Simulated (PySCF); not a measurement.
**A diatomic session: Na₂−**

One job finds the state of Na₂−, follows it along the bond with each method and fits the curves.

Program: PySCF 2.14.0. Level of theory: Na aug-pcseg-1, no relativity. These are calculated values, not measurements.

4 further runs of the same task are left out: 4 set aside as unsound or not needed.

## (1) The job

A driver script around PySCF takes these settings:

```json
{"atoms": "Na, Na", "charge": "-1", "basis": "Na aug-pcseg-1", "Hamiltonian": "no relativity", "basis functions": "28", "electrons treated": "23", "masses in u": "22.9898, 22.9898", "levels": "PBE0, PBE, r²SCAN, revPBE, B2PLYP, M06-L, HSE06, MP2, SCS-MP2, CCSD, CCSD(T)", "grid": "80 radial by 434 angular points", "occupations": "held fixed by the projection of orbital angular momentum", "dissociation limit": "Na + Na−, each in its ground configuration", "starting distance in angstrom": "3.250", "values of 2S to try": "1, 3"}
```

The run is started by

```console
$ OMP_NUM_THREADS=1 python dia.py task.json out
```

After this run come: The PBE0 curve of the state that the search chose; PBE (GGA); r²SCAN; revPBE; B2PLYP (double hybrid); M06-L (meta-GGA); HSE06; Correlated methods on the Hartree–Fock reference.

**Question.** What will these runs give? Wanted: for each run, Re; ωe; De.

**Answer**, as computed:

Lowest PBE0 solution found, without spin–orbit coupling: ²Σu⁺ (doublet), unpaired electrons σ ↑.

```csv
level,Re (Å),ωe (cm⁻¹),De (eV)
ROHF-MP2,3.651,98.1,0.483
ROHF-SCS-MP2,3.676,95.7,0.484
ROHF-CCSD,3.660,97.3,0.54
ROHF-CCSD(T),3.654,97.9,0.56
PBE,3.520,100.8,0.72
revPBE,3.604,95.8,0.69
r²SCAN,3.598,97.8,0.71
PBE0,3.557,100.7,0.69
HSE06,3.550,100.7,0.69
B2PLYP,3.556,97.8,0.56
```

De is counted to Na + Na− in their ground configurations. No constants: M06-L (fits of two degrees disagree). ⟨S²⟩ is off the pure value of 0.75 by over a tenth at r²SCAN 0.83, B2PLYP 0.85.

What this shows: The methods spread over 0.156 Å in bond length, from PBE to ROHF-SCS-MP2. CCSD(T) can't serve as the judge here: for a weak bond in this basis it is far from its limit. Of the levels with a De here, ROHF-MP2 gives the least (0.483 eV) and PBE the most (0.72 eV).

Correlated steps freeze 2 core orbitals. B2PLYP dipoles, levels and charges come from its SCF part alone. With some functionals the highest level of the anion is positive, from self-interaction error or because the anion is truly unbound there; the finite basis then holds the extra electron, and no neutral molecule was run to test the binding.
